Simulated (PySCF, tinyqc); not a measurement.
Worked calculation: coupled-perturbed Hartree-Fock on RHF in the sto-6g basis, for HF, spin multiplicity 1. The lowest restricted solution is unstable here: a spin-polarised one lies 0.0249 hartree lower (PySCF). Computed by tinyqc, a small Python program that keeps every step (integrals from PySCF). Settings: charge = 0, multiplicity = 1, basis = sto-6g, method = RHF, energy threshold = 1e-10, iteration cap = 70, orthogonalisation = symmetric, start = core, DIIS depth = 6. Command: `OMP_NUM_THREADS=1 python tinyqc.py 26652 26653 out.jsonl` (the two numbers bound the seeds that draw the settings). One thread of a shared host (Intel(R) Xeon(R) Processor @ 2.60GHz), about 0.2 s of CPU time with the checks. The early iterations of the SCF are left out here.

## One-electron integrals

Geometry (angstrom):
```
atom       x       y       z
F     0.0000  0.0000  0.0000
H     0.0000  0.0000  1.3750
```

Basis sto-6g: exponents (1/bohr^2) and contraction coefficients of normalised primitives:
```
element  l (shell)   exponent  coefficient
F            s (1)  1728.6266       0.0092
F            s (1)   316.9418       0.0494
F            s (1)    88.6689       0.1685
F            s (1)    30.4602       0.3706
F            s (1)    11.8286       0.4165
F            s (1)     4.8717       0.1303
F            s (2)    67.0323      -0.0133
F            s (2)    13.2674      -0.0470
F            s (2)     4.1235      -0.0338
F            s (2)     1.5865       0.2502
F            s (2)     0.6890       0.5951
F            s (2)     0.3158       0.2407
F            p (3)    67.0323       0.0038
F            p (3)    13.2674       0.0377
F            p (3)     4.1235       0.1739
F            p (3)     1.5865       0.4180
F            p (3)     0.6890       0.4259
F            p (3)     0.3158       0.1017
H            s (1)    35.5232       0.0092
H            s (1)     6.5131       0.0494
H            s (1)     1.8221       0.1685
H            s (1)     0.6260       0.3706
H            s (1)     0.2431       0.4165
H            s (1)     0.1001       0.1303
```

Overlap, kinetic and nuclear-attraction integrals over the contracted functions; the nuclear repulsion is the sum of Za Zb / Rab.

nuclear repulsion = 3.463705 hartree

overlap S, order 1F 1s, 1F 2s, 1F 2px, 1F 2py, 1F 2pz, 2H 1s:
$$\begin{pmatrix}
1.0000 & 0.2325 & 0.0000 & 0.0000 & 0.0000 & 0.0175 \\
0.2325 & 1.0000 & 0.0000 & 0.0000 & 0.0000 & 0.2106 \\
0.0000 & 0.0000 & 1.0000 & 0.0000 & 0.0000 & 0.0000 \\
0.0000 & 0.0000 & 0.0000 & 1.0000 & 0.0000 & 0.0000 \\
0.0000 & 0.0000 & 0.0000 & 0.0000 & 1.0000 & 0.1882 \\
0.0175 & 0.2106 & 0.0000 & 0.0000 & 0.1882 & 1.0000
\end{pmatrix}$$

kinetic energy T (hartree), order 1F 1s, 1F 2s, 1F 2px, 1F 2py, 1F 2pz, 2H 1s:
$$\begin{pmatrix}
37.3977 & -1.1433 & 0.0000 & 0.0000 & 0.0000 & -0.0050 \\
-1.1433 & 1.0823 & 0.0000 & 0.0000 & 0.0000 & -0.0034 \\
0.0000 & 0.0000 & 3.2513 & 0.0000 & 0.0000 & 0.0000 \\
0.0000 & 0.0000 & 0.0000 & 3.2513 & 0.0000 & 0.0000 \\
0.0000 & 0.0000 & 0.0000 & 0.0000 & 3.2513 & 0.0446 \\
-0.0050 & -0.0034 & 0.0000 & 0.0000 & 0.0446 & 0.7685
\end{pmatrix}$$

nuclear attraction V (hartree), order 1F 1s, 1F 2s, 1F 2px, 1F 2py, 1F 2pz, 2H 1s:
$$\begin{pmatrix}
-78.2073 & -7.9552 & 0.0000 & 0.0000 & -0.0071 & -0.6852 \\
-7.9552 & -11.8602 & 0.0000 & 0.0000 & -0.0837 & -1.7122 \\
0.0000 & 0.0000 & -11.8466 & 0.0000 & 0.0000 & 0.0000 \\
0.0000 & 0.0000 & 0.0000 & -11.8466 & 0.0000 & 0.0000 \\
-0.0071 & -0.0837 & 0.0000 & 0.0000 & -11.8858 & -1.3114 \\
-0.6852 & -1.7122 & 0.0000 & 0.0000 & -1.3114 & -4.6800
\end{pmatrix}$$

core Hamiltonian H = T + V (hartree), order 1F 1s, 1F 2s, 1F 2px, 1F 2py, 1F 2pz, 2H 1s:
$$\begin{pmatrix}
-40.8096 & -9.0985 & 0.0000 & 0.0000 & -0.0071 & -0.6902 \\
-9.0985 & -10.7779 & 0.0000 & 0.0000 & -0.0837 & -1.7156 \\
0.0000 & 0.0000 & -8.5953 & 0.0000 & 0.0000 & 0.0000 \\
0.0000 & 0.0000 & 0.0000 & -8.5953 & 0.0000 & 0.0000 \\
-0.0071 & -0.0837 & 0.0000 & 0.0000 & -8.6344 & -1.2668 \\
-0.6902 & -1.7156 & 0.0000 & 0.0000 & -1.2668 & -3.9115
\end{pmatrix}$$

## Two-electron integrals

Functions are numbered as in S; the eight-fold symmetry (ij|kl) = (ji|kl) = (kl|ij) leaves the list below.

Two-electron integrals (ij|kl) in chemists' order, unique and non-zero (hartree):
```
(11|11) 5.4062     (21|11) 0.7681     (21|21) 0.1389     (22|11) 1.2663
(22|21) 0.2840     (22|22) 0.9264     (31|31) 0.0295     (32|31) 0.0447
(32|32) 0.2048     (33|11) 1.2663     (33|21) 0.2840     (33|22) 0.9264
(33|33) 0.9981     (41|41) 0.0295     (42|41) 0.0447     (42|42) 0.2048
(43|43) 0.0538     (44|11) 1.2663     (44|21) 0.2840     (44|22) 0.9264
(44|33) 0.8905     (44|44) 0.9981     (51|51) 0.0295     (52|51) 0.0447
(52|52) 0.2048     (53|53) 0.0538     (54|54) 0.0538     (55|11) 1.2663
(55|21) 0.2840     (55|22) 0.9264     (55|33) 0.8905     (55|44) 0.8905
(55|55) 0.9981     (61|11) 0.0615     (61|21) 0.0107     (61|22) 0.0214
(61|33) 0.0214     (61|44) 0.0214     (61|51) 4.64e-04   (61|52) 0.0009
(61|55) 0.0215     (61|61) 0.0008     (62|11) 0.1753     (62|21) 0.0400
(62|22) 0.1480     (62|33) 0.1459     (62|44) 0.1459     (62|51) 0.0029
(62|52) 0.0230     (62|55) 0.1523     (62|61) 0.0031     (62|62) 0.0310
(63|31) 0.0042     (63|32) 0.0248     (63|53) 0.0047     (63|63) 0.0043
(64|41) 0.0042     (64|42) 0.0248     (64|54) 0.0047     (64|64) 0.0043
(65|11) 0.1286     (65|21) 0.0297     (65|22) 0.1175     (65|33) 0.1128
(65|44) 0.1128     (65|51) 0.0060     (65|52) 0.0412     (65|55) 0.1268
(65|61) 0.0024     (65|62) 0.0302     (65|65) 0.0333     (66|11) 0.3822
(66|21) 0.0888     (66|22) 0.3786     (66|33) 0.3683     (66|44) 0.3683
(66|51) 0.0067     (66|52) 0.0761     (66|55) 0.3991     (66|61) 0.0069
(66|62) 0.1102     (66|65) 0.1238     (66|66) 0.7750
```

## Orthogonalisation

S = U s U^T; symmetric (Loewdin) form X = U s^(-1/2) U^T, so that X^T S X = 1.

eigenvalues of S: [0.6655, 0.8636, 1.0000, 1.0000, 1.1194, 1.3514]

X, order 1F 1s, 1F 2s, 1F 2px, 1F 2py, 1F 2pz, 2H 1s:
$$\begin{pmatrix}
1.0214 & -0.1225 & 0.0000 & 0.0000 & -0.0018 & 0.0108 \\
-0.1225 & 1.0397 & 0.0000 & 0.0000 & 0.0162 & -0.1132 \\
0.0000 & 0.0000 & 1.0000 & 0.0000 & 0.0000 & 0.0000 \\
0.0000 & 0.0000 & 0.0000 & 1.0000 & 0.0000 & 0.0000 \\
-0.0018 & 0.0162 & 0.0000 & 0.0000 & 1.0141 & -0.0992 \\
0.0108 & -0.1132 & 0.0000 & 0.0000 & -0.0992 & 1.0321
\end{pmatrix}$$

## Iteration 7 (converged): orbitals

converged F (hartree), order 1F 1s, 1F 2s, 1F 2px, 1F 2py, 1F 2pz, 2H 1s:
$$\begin{pmatrix}
-26.2656 & -6.3725 & 0.0000 & 0.0000 & -0.0120 & -0.4864 \\
-6.3725 & -2.8837 & 0.0000 & 0.0000 & -0.0113 & -0.4972 \\
0.0000 & 0.0000 & -0.4732 & 0.0000 & 0.0000 & 0.0000 \\
0.0000 & 0.0000 & 0.0000 & -0.4732 & 0.0000 & 0.0000 \\
-0.0120 & -0.0113 & 0.0000 & 0.0000 & -0.1966 & -0.3738 \\
-0.4864 & -0.4972 & 0.0000 & 0.0000 & -0.3738 & -0.2308
\end{pmatrix}$$

Diagonalise F' = X^T F X, C = X C', fill 5 alpha and 5 beta electrons from the bottom; D = 2 C_occ C_occ^T. Each column has its largest component positive (the first on a tie).

F' = X^T F X (hartree):
$$\begin{pmatrix}
-25.8591 & -3.1655 & 0.0000 & 0.0000 & -0.0230 & -0.0331 \\
-3.1655 & -1.7866 & 0.0000 & 0.0000 & 0.0438 & -0.2456 \\
0.0000 & 0.0000 & -0.4732 & 0.0000 & 0.0000 & 0.0000 \\
0.0000 & 0.0000 & 0.0000 & -0.4732 & 0.0000 & 0.0000 \\
-0.0230 & 0.0438 & 0.0000 & 0.0000 & -0.1286 & -0.3595 \\
-0.0331 & -0.2456 & 0.0000 & 0.0000 & -0.3595 & -0.0905
\end{pmatrix}$$

orbital energies (hartree): MO1 -26.2686, MO2 -1.4206, MO3 -0.4732, MO4 -0.4732, MO5 -0.4520, MO6 0.2764

coefficients C, order 1F 1s, 1F 2s, 1F 2px, 1F 2py, 1F 2pz, 2H 1s:
$$\begin{pmatrix}
0.9973 & -0.2468 & 0.0000 & 0.0000 & 0.0368 & 0.0394 \\
0.0116 & 1.0091 & 0.0000 & 0.0000 & -0.1997 & -0.2249 \\
0.0000 & 0.0000 & 0.6497 & 0.7602 & 0.0000 & 0.0000 \\
0.0000 & 0.0000 & 0.7602 & -0.6497 & 0.0000 & 0.0000 \\
0.0007 & 0.0133 & 0.0000 & 0.0000 & 0.6889 & -0.7509 \\
-0.0014 & 0.0735 & 0.0000 & 0.0000 & 0.6156 & 0.8388
\end{pmatrix}$$

D after iteration 7, order 1F 1s, 1F 2s, 1F 2px, 1F 2py, 1F 2pz, 2H 1s:
$$\begin{pmatrix}
2.1136 & -0.4896 & 0.0000 & 0.0000 & 0.0455 & 0.0063 \\
-0.4896 & 2.1168 & 0.0000 & 0.0000 & -0.2484 & -0.0976 \\
0.0000 & 0.0000 & 2.0000 & 0.0000 & 0.0000 & 0.0000 \\
0.0000 & 0.0000 & 0.0000 & 2.0000 & 0.0000 & 0.0000 \\
0.0455 & -0.2484 & 0.0000 & 0.0000 & 0.9494 & 0.8501 \\
0.0063 & -0.0976 & 0.0000 & 0.0000 & 0.8501 & 0.7687
\end{pmatrix}$$

Within a degenerate level the vectors are fixed only up to a rotation; this is one choice.

## Convergence

Stop when the energy changes by less than 1e-10 hartree and every element of the error matrix X^T (F D S - S D F) X is below 3e-06.

Course of the cycle:
```
iteration  E (hartree)     change  largest element of the error matrix
1           -98.842699          -                             3.66e-01
2           -99.351411  -5.09e-01                             2.19e-01
3           -99.388983  -3.76e-02                             3.44e-02
4           -99.389845  -8.62e-04                             2.78e-03
5           -99.389852  -6.79e-06                             1.23e-04
6           -99.389852  -1.06e-08                             7.78e-07
7           -99.389852  -3.41e-13                             4.44e-10
```

PySCF RHF in the same basis = -99.389852 hartree

Converged in 7 iterations.

## Integrals over molecular orbitals

(pq|rs) = sum C_ip C_jq C_kr C_ls (ij|kl), one index at a time.

one-electron integrals over orbitals h = C^T H C (hartree):
$$\begin{pmatrix}
-40.7967 & 0.7372 & 0.0000 & 0.0000 & -0.1050 & -0.1185 \\
0.7372 & -9.1861 & 0.0000 & 0.0000 & 0.4319 & 0.6565 \\
0.0000 & 0.0000 & -8.5953 & 0.0000 & 0.0000 & 0.0000 \\
0.0000 & 0.0000 & 0.0000 & -8.5953 & 0.0000 & 0.0000 \\
-0.1050 & 0.4319 & 0.0000 & 0.0000 & -6.5924 & 2.3910 \\
-0.1185 & 0.6565 & 0.0000 & 0.0000 & 2.3910 & -5.8978
\end{pmatrix}$$

Two-electron integrals over orbitals (pq|rs), unique and non-zero (hartree):
```
(11|11) 5.3827    (21|11) -0.5386   (21|21) 0.0868    (22|11) 1.2620
(22|21) -0.0248   (22|22) 0.8840    (31|31) 0.0303    (32|31) 0.0403
(32|32) 0.1916    (33|11) 1.2660    (33|21) -0.0143   (33|22) 0.9023
(33|33) 0.9981    (41|41) 0.0303    (42|41) 0.0403    (42|42) 0.1916
(43|43) 0.0538    (44|11) 1.2660    (44|21) -0.0143   (44|22) 0.9023
(44|33) 0.8905    (44|44) 0.9981    (51|11) 0.0816    (51|21) -0.0129
(51|22) 0.0049    (51|33) 0.0021    (51|44) 0.0021    (51|51) 0.0168
(52|11) -0.1043   (52|21) 0.0042    (52|22) -0.0448   (52|33) -0.0569
(52|44) -0.0569   (52|51) 0.0205    (52|52) 0.1260    (53|31) -0.0055
(53|32) -0.0223   (53|53) 0.0328    (54|41) -0.0055   (54|42) -0.0223
(54|54) 0.0328    (55|11) 0.8609    (55|21) -0.0077   (55|22) 0.6723
(55|33) 0.6575    (55|44) 0.6575    (55|51) -0.0016   (55|52) -0.0084
(55|55) 0.6524    (61|11) 0.0889    (61|21) -0.0148   (61|22) 0.0030
(61|33) 0.0023    (61|44) 0.0023    (61|51) -0.0134   (61|52) -0.0225
(61|55) 0.0041    (61|61) 0.0189    (62|11) -0.1286   (62|21) 0.0038
(62|22) -0.0702   (62|33) -0.0700   (62|44) -0.0700   (62|51) -0.0199
(62|52) -0.0839   (62|55) -0.0207   (62|61) 0.0193    (62|62) 0.0906
(63|31) -0.0057   (63|32) -0.0233   (63|53) -0.0239   (63|63) 0.0280
(64|41) -0.0057   (64|42) -0.0233   (64|54) -0.0239   (64|64) 0.0280
(65|11) -0.4406   (65|21) 0.0068    (65|22) -0.2596   (65|33) -0.2620
(65|44) -0.2620   (65|51) 0.0013    (65|52) 0.0692    (65|55) -0.0879
(65|61) -0.0037   (65|62) 0.0291    (65|65) 0.2489    (66|11) 0.8174
(66|21) -0.0082   (66|22) 0.6236    (66|33) 0.6093    (66|44) 0.6093
(66|51) 0.0083    (66|52) 0.0383    (66|55) 0.6348    (66|61) -0.0061
(66|62) -0.0474   (66|65) -0.0268   (66|66) 0.6575
```

## Response to a field: uncoupled start

dipole integrals <a|z|i> (bohr), order a6:
$$\begin{pmatrix}
-0.0405 & -0.1171 & 0.0000 & 0.0000 & 1.3159
\end{pmatrix}$$

Field along z; U_ai = -mu_ai / (e_a - e_i), alpha = -4 sum U_ai mu_ai.

uncoupled U, order a6:
$$\begin{pmatrix}
0.0015 & 0.0690 & 0.0000 & 0.0000 & -1.8067
\end{pmatrix}$$

uncoupled polarisability = 9.5425 bohr^3

## Coupled step 1

U_ai = -(mu_ai + sum_bj [4 (ai|bj) - (ab|ij) - (aj|bi)] U_bj) / (e_a - e_i); alpha = -4 sum U_ai mu_ai.

U after step 1, order a6:
$$\begin{pmatrix}
0.0001 & 0.1353 & 0.0000 & 0.0000 & -1.5336
\end{pmatrix}$$

polarisability = 8.1357 bohr^3

## Coupled step 2

As before.

U after step 2, order a6:
$$\begin{pmatrix}
0.0001 & 0.1412 & 0.0000 & 0.0000 & -1.5800
\end{pmatrix}$$

polarisability = 8.3830 bohr^3

## Coupled polarisability

Repeat until U stops changing; compare with -d2E/dF2.

Course of the coupled iterations:
```
step  alpha (bohr^3)
0             9.5425
1             8.1357
2             8.3830
3             8.3487
4             8.3552
5             8.3544
6             8.3546
7             8.3546
8             8.3546
9             8.3546
10            8.3546
11            8.3546
```

coupled polarisability = 8.3546 bohr^3

finite-field check, fields of +/-0.001 au = 8.3546 bohr^3
